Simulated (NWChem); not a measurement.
All runs are NWChem calculations. System: F (+1), charge 1, spin multiplicity 3. Its SCF solution wasn't tested for a lower state. Level: URI-MP2/cc-pVQZ, 1 core orbitals frozen.

Part of the output:

```
             Northwest Computational Chemistry Package (NWChem) 7.3.0
             --------------------------------------------------------

                                NWChem Input Module
                                -------------------

 Scaling coordinates for geometry "geometry" by  1.889725989
 (inverse scale =  0.529177249)

                             Geometry "geometry" -> ""
                             -------------------------

 Output coordinates in angstroms (scale by  1.889725989 to convert to a.u.)

  No.       Tag          Charge          X              Y              Z
 ---- ---------------- ---------- -------------- -------------- --------------
    1 F                    9.0000     0.00000000     0.00000000     0.00000000

 Effective nuclear repulsion energy (a.u.)       0.0000000000

            Nuclear Dipole moment (a.u.)
            ----------------------------
        X                 Y               Z
 ---------------- ---------------- ----------------
     0.0000000000     0.0000000000     0.0000000000

      Symmetry information
      --------------------

 Group name             D2h
 Group number             26
 Group order               8
 No. of unique centers     1

      Symmetry unique atoms

     1


 Summary of "ao basis" -> "" (spherical)
 ------------------------------------------------------------------------------
       Tag                 Description            Shells   Functions and Types
 ---------------- ------------------------------  ------  ---------------------
 *                          cc-pvqz                   on all atoms

 Summary of "ri-mp2 basis" -> "" (spherical)
 ------------------------------------------------------------------------------
       Tag                 Description            Shells   Functions and Types
 ---------------- ------------------------------  ------  ---------------------
 *                         cc-pvqz-ri                 on all atoms

 Summary of "ao basis" -> "ao basis" (spherical)
 ------------------------------------------------------------------------------
       Tag                 Description            Shells   Functions and Types
 ---------------- ------------------------------  ------  ---------------------
 F                          cc-pvqz                 15       55   5s4p3d2f1g

                                 NWChem SCF Module
                                 -----------------

  ao basis        = "ao basis"
[...]
                               NWChem RI-MP2 Module
                               --------------------

 Summary of "ri-mp2 basis" -> "ri-mp2 basis" (spherical)
 ------------------------------------------------------------------------------
       Tag                 Description            Shells   Functions and Types
 ---------------- ------------------------------  ------  ---------------------
 F                         cc-pvqz-ri               30      132   8s7p6d5f3g1h

 SCF Reference Information:
            File: './mol.movecs'
           Title: ''
    Size (AOxMO):     55 x (     55,     55)
       Total Occ:                 5.00,   3.00
 RI-MP2 Calculation Information:
          Nr. of AO basis functions:         55
     Nr. of fitting basis functions:        132
               Nr. of MO spin cases:          2
        Nr. of MOs to be correlated:         54         54
     Nr. of occupied MOs correlated:          4          2
      Nr. of virtual MOs correlated:         50         52

          RI integral approximation: 'V'
    Threshold for Schwarz screening:  1.000E-09
 Smallest eigenvalue retained in fit  1.000E-08
    Type of storage for MO integrals 'EAF library'

 Transformation block size    4, requiring     1 integral passes.
 XForm_3cInts: Completed     1:    4 pass.
 Transformation block size    2, requiring     1 integral passes.
 XForm_3cInts: Completed     1:    2 pass.
 Energy evaluation using block sizes     4    4
 RIMP2_V_E2: Approx. ints. done (    1:    4,    1:    4)
 RIMP2_V_E2: Copy to B done (    1:    4,    1:    4)
 RIMP2_V_E2: Denominators done (    1:    4,    1:    4)
 RIMP2_V_E2: Completed block (    1:    4,    1:    4)
 RIMP2_V_E2: Approx. ints. done (    1:    4,    1:    2)
 RIMP2_V_E2: Copy to B done (    1:    4,    1:    2)
 RIMP2_V_E2: Denominators done (    1:    4,    1:    2)
 RIMP2_V_E2: Completed block (    1:    4,    1:    2)
 RIMP2_V_E2: Approx. ints. done (    1:    2,    1:    2)
 RIMP2_V_E2: Copy to B done (    1:    2,    1:    2)
 RIMP2_V_E2: Denominators done (    1:    2,    1:    2)
 RIMP2_V_E2: Completed block (    1:    2,    1:    2)

          -------------------------------------------
          SCF energy                 -98.838663890801
          Correlation energy          -0.159006544500
          Total MP2 energy           -98.997670435301
          -------------------------------------------

 -----------------------
 Performance information
 -----------------------

 Timer overhead =  1.94D-07 seconds/call

               Nr. of calls         CPU time (s)                 Wall time (s)                GFlops
             ---------------    -------------------     ------------------------------   -------------------
Name         Min   Avg   Max    Min     Avg     Max     Min     Avg     Max   Mx/calls   Min     Max     Sum
Overall       1     1     1   0.78    0.78    0.78     0.78    0.78    0.78    0.78      0.0     0.0     0.0
3c integr     2     2     2   0.21    0.21    0.21     0.21    0.21    0.21    0.10      0.0     0.0     0.0
Energy        1     1     1   1.06E-2 1.06E-2 1.06E-2  1.06E-2 1.06E-2 1.06E-2 1.06E-2   0.0     0.0     0.0
3c integr     2     2     2   0.21    0.21    0.21     0.21    0.21    0.21    0.10      0.0     0.0     0.0
First 2/3     6     6     6   1.17E-3 1.17E-3 1.17E-3  1.17E-3 1.17E-3 1.17E-3 1.95E-4   0.0     0.0     0.0
Final 1/3     2     2     2   1.03E-3 1.03E-3 1.03E-3  1.03E-3 1.03E-3 1.03E-3 5.14E-4   0.0     0.0     0.0
Write 3c      2     2     2   4.31E-4 4.31E-4 4.31E-4  4.31E-4 4.31E-4 4.31E-4 2.15E-4   0.0     0.0     0.0
Read 3c i     3     3     3   1.80E-4 1.80E-4 1.80E-4  1.80E-4 1.80E-4 1.80E-4 6.00E-5   0.0     0.0     0.0
Fitting b     1     1     1   1.26E-2 1.26E-2 1.26E-2  1.26E-2 1.26E-2 1.26E-2 1.26E-2   0.0     0.0     0.0
Schwarz i     1     1     1   1.73E-2 1.73E-2 1.73E-2  1.73E-2 1.73E-2 1.73E-2 1.73E-2   0.0     0.0     0.0
Form 4ci      3     3     3   1.18E-3 1.18E-3 1.18E-3  1.18E-3 1.18E-3 1.18E-3 3.94E-4   0.0     0.0     0.0
Form A &      3     3     3   7.98E-3 7.98E-3 7.98E-3  7.98E-3 7.98E-3 7.98E-3 2.66E-3   0.0     0.0     0.0
Denominat     3     3     3   1.11E-4 1.11E-4 1.11E-4  1.11E-4 1.11E-4 1.11E-4 3.71E-5   0.0     0.0     0.0
Pair Ener     3     3     3   3.27E-4 3.27E-4 3.27E-4  3.27E-4 3.27E-4 3.27E-4 1.09E-4   0.0     0.0     0.0

 The average no. of pstat calls per process was 3.30D+01
 with a timing overhead of 6.40D-06s

 Task  times  cpu:        0.8s     wall:        0.8s

 Total times  cpu:        0.8s     wall:        0.8s
```

### Question
Write an NWChem input that would produce this output.

### Answer
Several could match; the one computed here: 
```
start mol
memory heap 200 mb stack 900 mb global 1100 mb
charge 1
geometry units angstroms nocenter noautoz
  F      0.000000     0.000000     0.000000
  symmetry group D2h
end
basis spherical
  * library cc-pvqz
end
basis "ri-mp2 basis" spherical
  * library cc-pvqz-ri
end
scf
  uhf
  nopen 2
  maxiter 100
  thresh 1e-7
  semidirect memsize 60000000 filesize 0
  # guess.movecs holds the orbitals of an unrestricted PBE0 run
  vectors input guess.movecs output mol.movecs
end
mp2
  freeze core 1
end
task rimp2 energy
```
